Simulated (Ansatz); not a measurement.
All values below come from Ansatz (a quantum-chemistry and plane-wave program) with frozen-core CCSD(T)/def2-TZVPP // CAM-B3LYP-D3(BJ)/def2-TZVP.

Ansatz 0.2 input:
```yaml
crystal:
  periodic: [false, false, false]
  atoms:
    - { symbol: N, position_ang: [-0.000291, 0.422218, -0.000001] }
    - { symbol: H, position_ang: [0.807139, -0.210775, -0.000003] }
    - { symbol: H, position_ang: [-0.806843, -0.211893, 0.000003] }
basis:
  gaussian: { orbitals: def2-TZVPP }
correlation:
  method: ccsd_t
magnetization:
  spin_polarized: true
  initial_magnetization: 1
```

Output:

```
Functional definition: HF
352 factors; integrals over basis functions are off by at most 4.3e-4 eV
mean field evaluation 1: about -1511.9217 eV, gradient 1.3e1 eV
mean field evaluation 2: about -1511.9208 eV, gradient 1.3e1 eV
mean field evaluation 4: about -1512.6345 eV, gradient 1.3e0 eV
mean field evaluation 8: about -1512.6465 eV, gradient 9.9e-4 eV
mean field evaluation 16: about -1512.6465 eV, gradient 1.7e-6 eV
mean field evaluation 32: about -1510.4631 eV, gradient 3.6e-1 eV
mean field -1512.64652327 eV, -55.5887344214 hartree, gradient 1.7e-6 eV, S^2 0.759187; 1 other end points of the search recorded, 0 dependent functions left out
determinant -1512.64652327 eV, -55.5887344214 hartree, with singles and doubles -1518.18954622 eV, -55.7924367579 hartree
determinant -1510.46491181 eV, -55.5085616790 hartree, with singles and doubles -1516.04993518 eV, -55.7138075023 hartree
1 core orbitals not correlated
reference -1512.64652327 eV, -55.5887344214 hartree; 4, 3 occupied and 54, 55 virtual orbitals, 352 factors
second order -5.00663238 eV of doubles, -0.00000000 eV of singles
cycle   1  -5.47425025 eV  change   -4.4e-1 eV  update   1.2e-2
cycle   2  -5.48391754 eV  change   -9.7e-3 eV  update   2.9e-3
cycle   3  -5.48433796 eV  change   -4.2e-4 eV  update   1.2e-3
cycle   4  -5.48453592 eV  change   -2.0e-4 eV  update   4.4e-4
cycle   5  -5.48467817 eV  change   -1.4e-4 eV  update   1.6e-4
cycle   6  -5.48470552 eV  change   -2.7e-5 eV  update   5.3e-5
cycle   7  -5.48472682 eV  change   -2.1e-5 eV  update   1.6e-5
cycle   8  -5.48472475 eV  change    2.1e-6 eV  update   5.9e-6
perturbative correction -0.15291987 eV, -0.0056197017 hartree
Total energy: -1518.28416789 eV, -55.7959140401 hartree
```

Cost: around 1.7 core-seconds (rough).
